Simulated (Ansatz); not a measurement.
We consider hcp Ru, described by PBEsol-D3(BJ) (plane waves, PAW; Ansatz, a program for electronic structure).

Settings: plane-wave cutoff 520 eV, 24×24×14 k mesh (along the axes of the cell as run), Fermi–Dirac smearing 0.05 eV, no spin polarisation, scalar-relativistic PAW data made under PBE.

The cell is scaled about its equilibrium volume:

Shape and atoms are relaxed at each volume.

```csv
V (Å³/atom),P (GPa),c (Å),a (Å)
12.522,16.50,4.168,2.634
12.783,7.77,4.194,2.653
13.044,-0.01,4.220,2.672
13.305,-6.95,4.245,2.690
13.566,-13.12,4.270,2.709
```

Note: the bulk modulus comes from volumes at which shape and atoms were relaxed.
